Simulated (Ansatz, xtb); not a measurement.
Two isomers of C3H4ClNO

Structure X: `C=C(Cl)/N=C\O`, a singlet. Structure Y: `C=C(Cl)/N=C/O`, a singlet. Both are isolated molecules in the gas phase, relaxed with B3LYP-D3(BJ)/def2-SVP; the shapes shown needn't be the lowest conformers.

X (Å):

| atom | x (Å) | y (Å) | z (Å) |
| --- | --- | --- | --- |
| C | -2.1677 | 1.2785 | -0.8913 |
| C | -2.2680 | 0.0345 | -0.4019 |
| C | -3.6460 | -1.8694 | 0.0582 |
| Cl | -0.7107 | -0.6805 | 0.2628 |
| N | -3.4154 | -0.6906 | -0.3752 |
| O | -2.8278 | -2.7552 | 0.6207 |
| H | -1.2229 | 1.8196 | -0.8901 |
| H | -3.0652 | 1.7467 | -1.2978 |
| H | -4.6664 | -2.2672 | -0.0206 |
| H | -1.9252 | -2.3795 | 0.6801 |

Y (Å):

```
atom    x (Å)    y (Å)    z (Å)
   C  -2.9028   2.0022  -0.8465
   C  -2.1284   0.9625  -0.5056
   C  -1.8907  -1.1551   0.4511
  Cl  -0.3816   1.0486  -0.8886
   N  -2.6111  -0.1605   0.1208
   O  -2.4043  -2.2235   1.0576
   H  -3.9680   1.9557  -0.6158
   H  -2.4915   2.8798  -1.3428
   H  -0.8082  -1.2454   0.2822
   H  -3.3582  -2.0615   1.1674
```

Quicker runs give these differences E(Y) − E(X): GFN2-xTB +0.023 eV; HF/STO-3G −0.194 eV (at GFN2-xTB geometries); r2SCAN-D4/def2-SVP −0.081 eV (at GFN2-xTB geometries).

Estimate E(Y) − E(X) at the level CCSD(T)/def2-SVP + ΔMP2/def2-TZVPP.

Calculated at CCSD(T)/def2-SVP + ΔMP2/def2-TZVPP: E(Y) − E(X) = −0.163 eV, so structure Y lies lower.

The same difference at several levels:

| level | geometry | E(Y) − E(X) (eV) | departure from the last row (eV) | job, with rough time for the two |
| --- | --- | --- | --- | --- |
| GFN2-xTB | GFN2-xTB | +0.023 | +0.185 | optimisation, 0.25 s |
| HF/STO-3G | GFN2-xTB | −0.194 | −0.031 | single point, 0.36 s |
| r2SCAN-D4/def2-SVP | GFN2-xTB | −0.081 | +0.082 | single point, 4.4 s |
| B3LYP-D3(BJ)/def2-SVP | B3LYP-D3(BJ)/def2-SVP | −0.074 | +0.089 | optimisation, 42 s |
| HF/def2-SVP | B3LYP-D3(BJ)/def2-SVP | −0.247 | −0.085 | part of the CCSD(T) run |
| MP2/def2-SVP | B3LYP-D3(BJ)/def2-SVP | −0.167 | −0.005 | part of the CCSD(T) run |
| CCSD(T)/def2-SVP | B3LYP-D3(BJ)/def2-SVP | −0.163 | 0.000 | single point |
| CCSD(T)/def2-SVP + ΔMP2/def2-TZVPP | B3LYP-D3(BJ)/def2-SVP | −0.163 |  | single point, 51 s |

As drawn, both hold the same kinds of bond in the same numbers.

GFN2-xTB puts the two in the other order. The largest departure from CCSD(T)/def2-SVP + ΔMP2/def2-TZVPP is that of GFN2-xTB, 0.185 eV. The last row adds to CCSD(T) the change of the MP2 difference between the two basis sets, here 0.000 eV.

With harmonic frequencies from B3LYP-D3(BJ)/def2-SVP (ideal gas, rigid rotor, one conformer each, 298.15 K, 1 atm): on the last row, ΔE + ΔZPE = −0.163, ΔH = −0.161, ΔG = −0.156 eV.

The correlated steps freeze 10 core orbitals. Run with Ansatz 0.2.0, xtb 6.7.1; the last row on 2 threads of Arm Neoverse V1 on a shared host.
